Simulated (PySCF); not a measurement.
Compound: thiirane, C₂H₄S.
Bonds: C1–C2, C2–S3, C1–S3. Hydrogens: H4, H5 on C1; H6, H7 on C2.

Computed by this run: PBE0-D3(BJ)/def2-TZVP geometry optimisation, gas phase in PySCF; density fitting, grid level 2; the optimiser is geomeTRIC in internal coordinates, started from a GFN2-xTB structure with every atom displaced at random (about 0.01 Å).

Step 0: E = -12968.7797 eV
```
atom  x, y, z in Å  |  force x, y, z in eV/Å
C1     -0.5360   -0.0386   -0.5406    1.219   1.184   0.501
C2      0.4122    0.0199    0.6295   -0.477   0.088  -0.640
S3      1.2395   -0.0882   -0.9553   -0.305  -0.080  -0.205
H4     -1.0909   -0.9212   -0.7481   -0.293  -0.698   0.016
H5     -1.0253    0.8940   -0.8178    0.045  -0.178   0.039
H6      0.5569    0.9636    1.1449   -0.195  -0.036   0.007
H7      0.4946   -0.8591    1.2397    0.006  -0.280   0.281
```

Step 1: E = -12968.5889 eV
```
atom  x, y, z in Å  |  force x, y, z in eV/Å
C1     -0.5446    0.0102   -0.4760   -0.231  -0.011  -1.201
C2      0.4520   -0.0119    0.6046   -0.868   0.491   1.091
S3      1.1671   -0.1375   -0.9908    1.205   0.258  -0.599
H4     -0.9350   -0.9460   -0.7986   -0.959   0.219   0.439
H5     -1.0588    0.9463   -0.7702    0.253  -0.772   0.333
H6      0.5413    0.9590    1.0857    0.314  -0.132   0.136
H7      0.4290   -0.8498    1.2976    0.285  -0.052  -0.199
```

Step 2: E = -12968.7349 eV
```
atom  x, y, z in Å  |  force x, y, z in eV/Å
C1     -0.5497   -0.0061   -0.5065    0.721  -0.040  -0.442
C2      0.4297    0.0113    0.6087   -0.569   0.059   0.540
S3      1.2070   -0.1040   -0.9816    0.213   0.084  -0.254
H4     -0.9997   -0.9476   -0.7946   -0.445   0.108   0.403
H5     -1.0647    0.9047   -0.7920   -0.001  -0.070   0.053
H6      0.5983    0.9484    1.1320   -0.145   0.043  -0.112
H7      0.4300   -0.8363    1.2864    0.226  -0.185  -0.188
```

Task: Estimate the geometry and energy of step 3. (The exact step hangs on the optimiser's Hessian estimate; all steps are aligned on step 2, rigid shifts and turns removed.)

Result: E = -12968.7824 eV, largest force 1.292 eV/Å
```
atom  x, y, z in Å  |  force x, y, z in eV/Å
C1     -0.5221    0.0031   -0.5420    0.943  -0.859   0.209
C2      0.4198   -0.0026    0.6015   -0.226   0.539   0.113
S3      1.2602   -0.0837   -0.9859   -0.619  -0.029   0.112
H4     -1.0562   -0.9271   -0.6877   -0.130   0.060  -0.258
H5     -1.0326    0.9060   -0.8074   -0.165   0.372  -0.092
H6      0.5194    0.9442    1.1206    0.163  -0.016   0.085
H7      0.4624   -0.8694    1.2532    0.034  -0.067  -0.169
```

The energy changes by -0.0476 eV. The first-order estimate −F·Δx gives -0.1518 eV and the mean of the old and new forces, exact on a quadratic surface, -0.0476 eV. The step makes an angle of 53° with the force vector and moves no atom by more than 0.123 Å.

What follows is the cost of the whole optimisation. Hardware: one thread, Arm Neoverse N1 (aarch64), on a shared host. Cost: 49 s, 0.52 GiB resident at most.
